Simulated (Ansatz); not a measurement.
The input, for Ansatz 0.2.0:

```yaml
crystal:
  periodic: [false, false, false]
  atoms:
    - {symbol: Al, position_ang: [0.000000, -0.081048, 0.000000]}
    - {symbol: H, position_ang: [0.000000, 1.084792, -1.232881]}
    - {symbol: H, position_ang: [0.000000, 1.084792, 1.232880]}
basis:
  gaussian: {orbitals: "6-31++G**"}
total_charge: -1
magnetization: {spin_polarized: false, initial_magnetization: 2}
correlation: {method: bccd_t, electrons: outside_noble_gas, diis_vectors: 12}
output: {forces: true}
```

```sh
$ ansatz run in.yaml --threads 1 --pin off --events-out ev --progress --plain --max-ram 2393MiB
```

Log:

```
295 factors; integrals over basis functions are off by at most 7.1e-4 eV
mean field evaluation 1: about -6610.8572 eV, gradient 9.5e0 eV
mean field evaluation 2: about -6610.8617 eV, gradient 9.5e0 eV
mean field evaluation 4: about -6612.2987 eV, gradient 1.1e0 eV
mean field evaluation 8: about -6612.3284 eV, gradient 6.3e-4 eV
mean field evaluation 16: about -6612.2888 eV, gradient 1.1e0 eV
mean field evaluation 32: about -6610.5903 eV, gradient 1.2e0 eV
mean field evaluation 64: about -6609.6423 eV, gradient 1.3e0 eV
mean field -6612.32844454 eV, -242.9985883398 hartree, gradient 5.6e-6 eV, S^2 2.000000; 3 other end points of the search recorded, 0 dependent functions left out
determinant -6612.32844454 eV, -242.9985883398 hartree, with singles and doubles -6614.43031235 eV, -243.0758305568 hartree
determinant -6610.71478492 eV, -242.9392874425 hartree, with singles and doubles -6612.76486015 eV, -243.0146263176 hartree
determinant -6610.63864248 eV, -242.9364892593 hartree, with singles and doubles -6612.62232780 eV, -243.0093883503 hartree
determinant -6609.95834045 eV, -242.9114886210 hartree, with singles and doubles -6612.00968466 eV, -242.9868741303 hartree
5 core orbitals not correlated: weight in the atoms' cores, before any rotation towards them, 1.000 or more for the frozen orbitals, at most 0.000 for the correlated occupied ones
reference -6612.32844454 eV, -242.9985883398 hartree; 4, 2 occupied and 26, 28 virtual orbitals, 295 factors
second order -1.59538329 eV of doubles, -0.01455999 eV of singles
cycle   1  -2.10037052 eV  change    1.5e-3 eV  update   4.6e-3
cycle   2  -2.09953732 eV  change    8.3e-4 eV  update   8.3e-4
cycle   3  -2.09930095 eV  change    2.4e-4 eV  update   3.3e-4
cycle   4  -2.09927199 eV  change    2.9e-5 eV  update   1.1e-4
cycle   5  -2.09927309 eV  change   -1.1e-6 eV  update   3.9e-5
cycle   6  -2.09927696 eV  change   -3.9e-6 eV  update   1.6e-5
cycle   7  -2.09928195 eV  change   -5.0e-6 eV  update   6.9e-6
cycle   8  -2.09928412 eV  change   -2.2e-6 eV  update   2.7e-6
cycle   9  -2.09928402 eV  change    1.1e-7 eV  update   8.7e-7
perturbative correction -0.04732727 eV, -0.0017392452 hartree
the calculation of the forces begins
Total energy: -6614.47505583 eV, -243.0774748497 hartree
Atom 0 at     0.000000    -0.081048     0.000000 Å, force    -0.000000     1.818114    -0.000000 eV/Å
Atom 1 at     0.000000     1.084792    -1.232881 Å, force    -0.000000    -0.909057    -0.077799 eV/Å
Atom 2 at     0.000000     1.084792     1.232880 Å, force    -0.000000    -0.909057     0.077799 eV/Å
Dipole moment:     0.000000    -0.326519     0.000000 e Å
```

Forces (eV/Å):
```
Al   0.000  1.818  0.000
H    0.000 -0.909 -0.078
H    0.000 -0.909  0.078
```

Ran on 1 thread of Intel Xeon 6975P-C, shared host: 0.99 s wall, 0.14 GiB peak host memory.
